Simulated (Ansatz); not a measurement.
Input for Ansatz (development build ahead of 0.2.0):

```yaml
crystal:
  periodic: [false, false, false]
  atoms:
    - { symbol: S, position_ang: [0.0, 0.0, 1.18929] }
    - { symbol: C, position_ang: [0.0, 1.23505, -0.00307] }
    - { symbol: C, position_ang: [0.0, -1.23505, -0.00307] }
    - { symbol: C, position_ang: [0.0, 0.71202, -1.26955] }
    - { symbol: C, position_ang: [0.0, -0.71202, -1.26955] }
    - { symbol: H, position_ang: [0.0, 2.28335, 0.29314] }
    - { symbol: H, position_ang: [0.0, -2.28335, 0.29314] }
    - { symbol: H, position_ang: [0.0, 1.32555, -2.17174] }
    - { symbol: H, position_ang: [0.0, -1.32555, -2.17174] }
basis:
  gaussian: { orbitals: cc-pVDZ }
hamiltonian:
  xc: hf
correlation:
  method: mp2
  frozen_orbitals: { C: 1, H: 0, S: 5 }
```

The input is written out in the form of the current development build from the run's settings.

Results

```json
{"Converged": "yes", "Reference energy": "-551.32039 hartree", "Correlation energy": "-0.66298 hartree", "Total energy": "-551.98337 hartree", "Spin squared of the determinant": "0.000"}
```
